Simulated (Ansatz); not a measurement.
# How far each method lies from UCCSDT(Q) for [NH2···H···SiH3], doublet

Geometry: a point of a hydrogen-transfer path between rigid fragments, not a stationary point.

```xyz
8

N    -1.8677   -0.0118   -0.0184
H    -2.1650    0.9560   -0.0184
H    -2.1650   -0.4141    0.8618
H    -0.4867   -0.0118   -0.0184
Si    0.9533   -0.0118   -0.0184
H     1.4032   -1.4281   -0.0184
H     1.4032    0.6963   -1.2449
H     1.4032    0.6963    1.2081
```

Basis cc-pVDZ; Ansatz 0.2.0. Only valence electrons are correlated (noble-gas cores frozen), which leaves 15 electrons in 56 orbitals. Prefix R: restricted or restricted open-shell reference; prefix U: unrestricted. Active spaces: pair = (3e, 3o) about the gap.

Full CI isn't at hand for all of this; UCCSDT(Q) serves as the reference, and is uncertain by about the last step of the cluster series. The frozen core follows each run's orbitals, which can shift R against U totals by a few meV.

For open shells CISD is restricted-active-space CI with the open shells as a complete middle space.

The UHF ⟨S²⟩ is 0.770, the T1 diagnostic (RCCSD) is 0.0240 and the largest doubles amplitude (RCCSD) is 0.031. The T1 diagnostic (UCCSD) is 0.0175.

| level | E − E(RHF) (eV) |
| --- | --- |
| UHF | -0.1951 |
| RMP2 | -7.8633 |
| UMP2 | -7.8385 |
| RCCSD | -9.1397 |
| UCCSD | -9.1442 |
| RCCSD(T) | -9.3428 |
| UCCSD(T) | -9.3421 |

(1) Estimate how far UCCSDT(Q) in cc-pVDZ lies from RCCSD(T). The table doesn't fix it; the size of (T) and the diagnostics are the guide.

(1) UCCSDT(Q) in cc-pVDZ lies 0.97 kcal/mol below RCCSD(T), which is 21 % of the (T) step (-4.68 kcal/mol). The diagnostics are small and one determinant leads, so the series closes fast and only a small part of (T) is left.

The other levels:

| level | E − E(UCCSDT(Q)) (kcal/mol) | share of correlation (%) | wall time |
| --- | --- | --- | --- |
| CISD | 26.35 | 87.82 | 15 s |
| BCCD(T) | 0.95 | 99.56 | 4.3 s |
| RCCSDT | 0.30 | 99.86 | – |
| UCCSDT | 0.28 | 99.87 | – |
| RCCSDT(Q) | 0.02 | 99.99 | 14 s (H100) |
| CASSCF (pair space) | 204.57 | 5.48 | – |
| MRCISD (pair space) | 24.36 | 88.74 | – |
| MRCISD+Q (pair space) | 3.40 | 98.43 | 7 s (H100) |

The correlation energy at UCCSDT(Q), counted from RHF, is -9.385 eV. That run took 11 s on 2 threads of AMD EPYC 7R13 with a shared H100 80 GB, shared host.

Times hold each run's SCF and search for its determinant on a shared host, so for small cases they say little of a method's own cost; rows without a card ran on 1 thread of AMD EPYC 7R13.
